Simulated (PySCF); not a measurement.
**ClH₆⁺ at several levels of theory**

All levels use the PBE0 minimum (singlet; Cl–H 1.379 Å (×6); H–Cl–H 90.0° (×12), H–Cl–H 180.0° (×3)), basis [Cl def2-TZVP, H def2-TZVP], no relativity, density fitting, no spin–orbit coupling, PySCF. For vertical energies the ionised species is a doublet (spins chosen at PBE0 and kept) and the electron-attached one a doublet. Open shells are unrestricted, also as the reference of the correlated levels. A dash marks a value that was not computed or is not defined at that level.

```json
{"level": "PBE0", "vertical IP (eV)": "17.08", "vertical EA (eV)": "6.27", "−ε(HOMO) (eV)": "14.40", "gap (eV)": "6.05"}
{"level": "HF", "vertical IP (eV)": "16.17", "vertical EA (eV)": "5.26", "−ε(HOMO) (eV)": "17.21", "gap (eV)": "12.27"}
{"level": "MP2", "vertical IP (eV)": "17.10", "vertical EA (eV)": "6.09", "−ε(HOMO) (eV)": "–", "gap (eV)": "–"}
{"level": "PBE", "vertical IP (eV)": "17.08", "vertical EA (eV)": "6.42", "−ε(HOMO) (eV)": "13.27", "gap (eV)": "3.91"}
{"level": "CCSD(T)", "vertical IP (eV)": "17.12", "vertical EA (eV)": "6.05", "−ε(HOMO) (eV)": "–", "gap (eV)": "–"}
{"level": "r2SCAN", "vertical IP (eV)": "17.06", "vertical EA (eV)": "6.37", "−ε(HOMO) (eV)": "13.49", "gap (eV)": "4.44"}
{"level": "B3LYP", "vertical IP (eV)": "17.20", "vertical EA (eV)": "6.47", "−ε(HOMO) (eV)": "14.30", "gap (eV)": "5.53"}
{"level": "TPSSh", "vertical IP (eV)": "17.10", "vertical EA (eV)": "6.20", "−ε(HOMO) (eV)": "13.91", "gap (eV)": "5.19"}
{"level": "M06-2X", "vertical IP (eV)": "17.09", "vertical EA (eV)": "6.18", "−ε(HOMO) (eV)": "15.48", "gap (eV)": "8.11"}
{"level": "wB97X", "vertical IP (eV)": "17.13", "vertical EA (eV)": "5.98", "−ε(HOMO) (eV)": "16.67", "gap (eV)": "10.64"}
```

For ClH₆⁺ itself CCSD(T) correlates 12 electrons; T1 = 0.008, D1 = 0.013, (T) = -28 kJ/mol.

Which levels differ least and most from CCSD(T) in the vertical IP?

Least: wB97X (+0.01 eV); most: HF (-0.95 eV).

Spin contamination in at least one species weakens the values at: HF, MP2.
